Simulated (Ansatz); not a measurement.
`N=C(Cl)C=O` → 2 C• + Cl• + 2 H• + N• + O•  (atomization)

Calculated with Ansatz (gas phase, PBE0-D4/def2-TZVP geometries, no zero-point term in ΔE). CCSD(T)/CBS adds triple-zeta CCSD(T) − MP2 to the extrapolated MP2 energy (def2 sets, frozen cores). This one scheme is used for every species, atoms too. Functionals use def2-TZVPP. B3LYP here is the variant with VWN-RPA as its local correlation; programs differ in this. Open shells (•) are unrestricted, without spin–orbit coupling. Spin–orbit coupling would lower the free atoms: a little for C, Cl, O. One conformer a species, not always the lowest.

`N=C(Cl)C=O`:

```xyz
7

N    -0.830    0.865   -0.739
C    -0.388   -0.020    0.029
Cl   -1.330   -1.097    1.009
C     1.106   -0.191    0.136
O     1.644   -0.997    0.831
H    -1.847    0.916   -0.754
H     1.645    0.524   -0.512
```

CCSD(T)/CBS gives +2854.9 kJ/mol.

Q: Another level gave +2840.6 kJ/mol. Which?
A. r2SCANh-D4/def2-TZVPP
B. B3LYP-D4/def2-TZVPP
C. BLYP-D4/def2-TZVPP
D. B3LYP/def2-TZVPP

A: A. r2SCANh-D4 2840.6, BLYP-D4 2923.6, B3LYP 2846.1, B3LYP-D4 2870.1 kJ/mol.

Largest T1 diagnostic among the species: 0.014.

From BLYP to BHLYP (50 % exact exchange), in def2-TZVPP and without D4, ΔE moves by −210.7 kJ/mol: exact exchange takes away binding that semilocal exchange gives to molecules. In def2-TZVPP, CCSD(T) changes the Hartree–Fock value by +930.1 kJ/mol (the triples alone add +80.9 kJ/mol) and MP2 by +1043.8 kJ/mol; breaking electron pairs costs correlation energy, which Hartree–Fock lacks.

For atomizations the MP2-based limit and the directly extrapolated one differ by several kJ/mol either way, and by 10 to 25 for some Ge, Se and Sn compounds, so smaller differences from it don't rank the levels.
